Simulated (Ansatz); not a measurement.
Geometry optimisation, Ansatz, RKS PBE-D4/def2-SVPD.

The input (input.yaml):

```yaml
crystal:
  periodic: [false, false, false]
  atoms:
    - { symbol: B, position_ang: [0.110992, -0.000771, 0.063411] }
    - { symbol: H, position_ang: [0.300562, -0.464269, 1.134043] }
    - { symbol: H, position_ang: [1.132724, 0.465076, -0.305557] }
    - { symbol: "N", position_ang: [-1.09233, -0.001362, -0.631723] }
    - { symbol: H, position_ang: [-1.948516, -0.414213, -0.265221] }
    - { symbol: H, position_ang: [-1.205332, 0.415539, -1.554853] }
basis:
  gaussian: { orbitals: def2-SVPD }
hamiltonian:
  xc: pbe
  dispersion: d4
relax:
  f_tol: 0.03
  max_steps: 50
output:
  orbitals: {}
```

Command:

```bash
$ ansatz run input.yaml --threads 1 --pin off --max-ram 2048MiB --backend cpu --events-out ev --progress --plain --runs-dir out
```

Question: Where does it end, and by what steps?

Answer: The forces met the threshold. After 5 steps the energy has fallen by 0.146 eV; H3 moved furthest, 0.13 Å.

```csv
step,energy less start (eV),largest force component (eV/Å),accepted
0,0.0000,0.945,yes
1,-0.1300,0.444,yes
2,-0.1454,0.079,yes
3,-0.1453,0.092,no
4,-0.1457,0.031,yes
5,-0.1459,0.001,yes
```

```xyz
6
Properties=species:S:1:pos:R:3
B 0.147 0.000 0.085
H 0.190 -0.518 1.181
H 1.118 0.518 -0.426
N -1.062 0.000 -0.613
H -1.919 -0.415 -0.249
H -1.175 0.415 -1.537
```

Whether the end is a true minimum wasn't checked by a vibrational analysis.

The run took 7.2 s on 1 thread of Arm Neoverse V2, with other jobs on the host, peak memory 0.12 GiB.
